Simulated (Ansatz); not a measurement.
`SC1COC1` + H₂ → `C1COC1` + H₂S  (hydrogenolysis of a C–S bond)

Calculated with Ansatz (gas phase, PBE0-D4/def2-TZVP geometries, no zero-point term in ΔE). CCSD(T)/CBS adds triple-zeta CCSD(T) − MP2 to the extrapolated MP2 energy (def2 sets, frozen cores). This one scheme is used for every species. Functionals use def2-TZVPP. B3LYP here is the variant with VWN-RPA as its local correlation; programs differ in this. One conformer a species, not always the lowest.

| level | ΔE (kcal/mol) |
| --- | --- |
| PBE-D4 | -14.3 |
| revPBE-D4 | -12.8 |
| B3LYP-D4 | -15.9 |
| CAM-B3LYP-D4 | -17.1 |
| PBE | -15.9 |
| BHLYP | -19.6 |
| RPA@PBE/def2-TZVPP | -16.3 |
| MP2/CBS(def2) | -13.7 |

**Question.** What does CCSD(T)/CBS give? (Estimate.)

**Answer.** The calculation gave: -15.5 kcal/mol. The listed levels differ from it by 1.2, 2.7, -0.4, -1.6, -0.4, -4.1, -0.8, 1.8 kcal/mol.

Largest T1 diagnostic among the species: 0.011.

At CCSD(T), def2-SVP lies −2.3 kcal/mol from the extrapolated value and def2-TZVPP −0.8 kcal/mol. From r2SCAN to r2SCAN0 (25 % exact exchange), in def2-TZVPP and without D4, ΔE moves by −1.1 kcal/mol.
